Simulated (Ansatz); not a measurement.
fcc Ca was calculated with RPBE in Ansatz (plane waves, PAW).

Run with plane-wave cutoff 520 eV, 18×18×18 k mesh, Fermi–Dirac smearing 0.05 eV, scalar-relativistic PAW data made under PBE.

Cell (relaxed at this level):

```
CELL_PARAMETERS angstrom
      0.00000     2.81113     2.81113
      2.81113     0.00000     2.81113
      2.81113     2.81113     0.00000
ATOMIC_POSITIONS crystal
  Ca 0.00000 0.00000 0.00000
```

Question: Estimate the bulk modulus B0 and pressure derivative B′ of the bulk modulus that the calculation returns.

Answer: 
bulk modulus B0: 16.2 GPa
pressure derivative B′ of the bulk modulus: 3.3

The run finds no gap.

Measured, for comparison: bulk modulus 18.6 GPa (corrected for temperature and zero-point phonon effects, our sources range from 15.9 to 18.7; as tabulated in Levämäki et al. (2014), arXiv:1402.3671). Computed (rounded) less measured: bulk modulus not scored (sources differ).

The computed numbers hold no vibrational or temperature effects.

Computing time: roughly 70 core-seconds.

Ansatz is a first-principles code.
